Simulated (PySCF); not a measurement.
Worked example: entropy of an ideal gas

H2Si, SMILES [SiH2] (connectivity only; charge and spin as stated), charge +1, multiplicity 2.

Coordinates come from a PBE-D3(BJ)/def2-TZVPD optimisation. The isomer is the one that the SMILES or the coordinates give; other isomers of the formula were not compared.

PBE-D3(BJ)/def2-TZVPD (PySCF 2.14.0) gives the harmonic wavenumbers 871, 2065, 2153 cm⁻¹ and the rotational temperatures 22.4861, 7.1117, 5.4029 K. The molar mass is 30.10 g/mol, the symmetry number 2, the spin multiplicity 2.

Work out the entropy at 298.15 K and 1 atm in the rigid-rotor, harmonic-oscillator model.


Translation (Sackur–Tetrode at 1 atm): S = R[1.5 ln M + 2.5 ln T − 1.16487] = 151.2 J/(mol K).
Rotation: q = (√π/σ) T^1.5/√(θA θB θC) = 155, S = R[ln q + 3/2] = 54.4 J/(mol K).
Vibration: with u = 1.4388 ν/T, each mode gives R[u/(e^u − 1) − ln(1 − e^−u)]:
| ν (cm⁻¹) | modes | u | S (J/(mol K)) |
|---|---|---|---|
| 871 | 1 | 4.20 | 0.66 |
The stiffer modes add less than 0.005 each. Sum 0.7 J/(mol K).
Spin: R ln 2 = 5.8 J/(mol K).
Total 212.0 J/(mol K); the program's own thermochemistry gives 212.0. Translation makes up 71 % and vibration 0 %. Anharmonicity, hindered rotation and orbital degeneracy are left out.
